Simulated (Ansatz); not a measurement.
Basis-set extrapolation for CH2OS (`OC=S`) (PBE0-D4/def2-TZVP geometry, frozen core, Ansatz 0.2.0). Multiplicity 1, RHF reference.

```tsv
	def2-TZVPP	def2-QZVPP
HF	-511.461720	-511.478415
MP2 correlation	-0.569716	-0.614633
CCSD(T) correlation	-0.617183	-0.659097
```

Energies in hartree. Use E(X) = E(∞) + A·exp(−7.88·√X) for Hartree–Fock and E(X) = E(∞) + B·X^(−2.97) for correlation, with X = 3 and 4.

**Question.** What is the CCSD(T) energy at the basis-set limit?

**Answer.** HF limit: -511.478415 + (-0.016695) × 0.13774 = -511.48071. Correlation limit: -0.659097 + (-0.041914) × 0.74074 = -0.69014. Total: -512.17085 hartree, 2.50 eV below CCSD(T)/def2-TZVPP.
